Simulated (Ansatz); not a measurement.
# H2Cl (doublet): wave-function methods side by side at distance Cl1–H2 along a hydrogen transfer = 1.486 Å, cc-pVTZ

Aim: climb from Hartree-Fock through coupled cluster and multireference methods for H2Cl (doublet) at one geometry and basis, and see what each rung misses.

The runs use Ansatz 0.2.0, Gaussian basis; cc-pVTZ, core rule «outside noble gas», up to 5 orbitals frozen.

The runs, in order: UHF; CCSD(T) on ROHF; CCSD(T) on UHF; BCCD(T) on ROHF; CISD; CCSDT(Q) on ROHF; CCSDT(Q) on UHF; CASSCF and MRCISD+Q, 3 electrons in 3 orbitals; CASSCF and NEVPT2, 3 electrons in 3 orbitals; CASSCF and MRCISD+Q, 9 electrons in 6 orbitals; CASSCF and NEVPT2, 9 electrons in 6 orbitals.

5 further runs of the same task are left out: 1 for a mislabelled method, 4 that didn't finish.

## Step 1: The geometry

The geometry derives from fragments relaxed apart (PBE0/def2-TZVP) and kept rigid, so it is no stationary point. A hydrogen atom is moved between rigid fragments.

3 atoms, charge 0, spin multiplicity 2.

Atoms are counted from 1 here; the program's logs count them from 0.

Bond lengths: Cl1–H2 1.486 Å, H2–H3 0.828 Å. Angles: Cl1–H2–H3 180.0°.

## Step 2: UHF

The input, in.yaml:

```yaml
crystal:
  periodic: [false, false, false]
  atoms:
    - {symbol: Cl, position_ang: [0.000000, 0.000000, -1.266667]}
    - {symbol: H, position_ang: [0.000000, 0.000000, 0.219333]}
    - {symbol: H, position_ang: [0.000000, 0.000000, 1.047333]}
basis:
  gaussian: {orbitals: cc-pVTZ}
magnetization: {spin_polarized: true, initial_magnetization: 1}
hamiltonian: {xc: hf}
output: {orbitals: {seedname: orbitals}}
```

Run with:

```sh
> ansatz run in.yaml --threads 1 --pin off --events-out ev --progress --plain --max-ram 2393MiB
```

After this run come: CCSD(T) on ROHF; CCSD(T) on UHF; BCCD(T) on ROHF; CISD; CCSDT(Q) on ROHF; CCSDT(Q) on UHF; CASSCF and MRCISD+Q, 3 electrons in 3 orbitals; CASSCF and NEVPT2, 3 electrons in 3 orbitals; CASSCF and MRCISD+Q, 9 electrons in 6 orbitals; CASSCF and NEVPT2, 9 electrons in 6 orbitals.

Before running them: what should the planned runs give, taken together? Wanted: UCCSDT(Q) below the RHF energy; RMP2 from UCCSDT(Q); UMP2 from UCCSDT(Q); RCCSD from UCCSDT(Q); RCCSD(T) from UCCSDT(Q); UCCSD(T) from UCCSDT(Q); RCCSDT(Q) from UCCSDT(Q); NEVPT2 pair from UCCSDT(Q); MRCISD+Q pair from UCCSDT(Q).

As calculated:

```
                         quantity                                                   value
   UCCSDT(Q) below the RHF energy                                              -6.9810 eV
              RMP2 from UCCSDT(Q)                                              +902.9 meV
              UMP2 from UCCSDT(Q)                                              +979.4 meV
             RCCSD from UCCSDT(Q)                                              +253.9 meV
          RCCSD(T) from UCCSDT(Q)                                               +26.5 meV
          UCCSD(T) from UCCSDT(Q)                                               +27.9 meV
         RCCSDT(Q) from UCCSDT(Q)                                                +0.6 meV
       NEVPT2 pair from UCCSDT(Q)                                              +898.7 meV
     MRCISD+Q pair from UCCSDT(Q)                                               +82.3 meV
    NEVPT2 valence from UCCSDT(Q)                                             +1446.6 meV
levels within 1 kcal/mol (43 meV)  RCCSD(T), UCCSD(T), BCCD(T), RCCSDT, UCCSDT, RCCSDT(Q)
                    T1 diagnostic                                                   0.020
   effectively unpaired electrons                                                    1.01
```

In words: RCCSD(T) lands +26.5 meV from the yardstick (0.4 % of the correlation energy). One determinant dominates. Of the multireference levels listed MRCISD+Q valence comes nearest in total energy (+81.0 meV), which doesn't show that its space is the better one. These misses are within one basis, not against nature; the frozen cores of restricted and unrestricted runs differ, which can shift their rows.
